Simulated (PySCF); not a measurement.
# C5H6O: the cost of one run

Computed with PySCF 2.14.0, with density-fitted response routines of our own, on a single molecule in the gas phase. Atoms count from 0, in the outputs and in this text.

**1. The starting structure**

12 atoms, charge 0, multiplicity 1; geometry from: MMFF94s. The atoms were then displaced at random by about 0.03 Å, so the start is not that level's minimum.

Bonds of the start (Å): C0–C1 1.33, C1–C2 1.33, C2–C3 1.34, C3–C4 1.50, C3–O5 1.31, C0–H6 1.08, C0–H7 1.14, C2–H8 1.06, C4–H9 1.06, C4–H10 1.11, C4–H11 1.15.

**2. Relaxing the molecule at PBE0-D3(BJ)/def2-SVP**

What the job is given:

```
{"job": {"xc": "PBE0", "basis": "def2-SVP", "d3": "d3bj", "grid": 1, "shake": 0.03, "kind": "geom"}, "charge": 0, "multiplicity": 1}
C      2.307440     0.267450     0.325290
C      1.199930    -0.424200     0.068240
C      0.133420    -1.182020    -0.190110
C     -1.096010    -0.660720    -0.253910
C     -1.463220     0.782640    -0.071480
O     -2.118550    -1.447060    -0.481180
H      2.614650     0.508670     1.329160
H      2.842430     0.821300    -0.515680
H      0.311880    -2.224280    -0.260980
H     -0.942370     1.379070    -0.773530
H     -2.554460     0.987260    -0.106000
H     -1.119670     1.109120     0.981180
```

On the command line:

```sh
> OMP_NUM_THREADS=1 python probes_run.py task.json out
```

The driver reads the jobs from task.json and runs them one after another.

Q: Estimate the wall time and peak memory of this first job on 1 thread of Arm Neoverse V1, shared host.

About 34 s, with a peak of 0.46 GiB.
